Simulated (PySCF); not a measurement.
dimethyl sulfide (C₂H₆S), SMILES CSC.

Coordinates come from a TPSSh-D3(BJ)/def2-TZVP optimisation.

Calculation: SMD-PBE0/6-31G* (PySCF).

Solvation free energies are E(SMD) − E(gas) at the gas-phase geometry, for 1 M in both phases. In vacuum the dipole moment is 1.77 D.

| solvent | ΔG(solv) (kcal/mol) | its non-electrostatic (CDS) part | dipole (D) |
|---|---|---|---|
| water | … | … | … |
| cyclohexanone | -3.2 | 0.1 | 2.26 |
| acetone | -3.8 | -0.5 | 2.27 |

**Question.** What belongs in the gaps? (An estimate is asked for; the answer gives what the named calculation found.)

**Answer.** 
- water, ΔG(solv) (kcal/mol): -0.7
- water, its non-electrostatic (CDS) part: 2.8
- water, dipole (D): 2.30
